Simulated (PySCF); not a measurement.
Gas-phase reaction: i-Si4H10 ⇌ 2 SiH2 + Si2H6

Computed with PySCF and rigid-rotor harmonic-oscillator thermochemistry at 1 bar. † marks an energy on the PBE0/def2-TZVP geometry and frequencies; other levels use their own. 6-31G* has spherical d functions here. All species are closed-shell singlets. B3LYP is the form with VWN-RPA correlation.

ωB97M-V/def2-TZVP† gives ΔH°(298 K) = 453 kJ.

What do B3LYP/6-31G*, BLYP/def2-TZVP†, PBE/def2-SVP give?

B3LYP/6-31G*: 436 kJ; BLYP/def2-TZVP†: 410 kJ; PBE/def2-SVP: 487 kJ. For scale, ΔH°(298 K) is 453 kJ at this level, 490 kJ at ωB97X-V/def2-TZVP†, and runs from 405 to 545 kJ over the 17 levels computed.
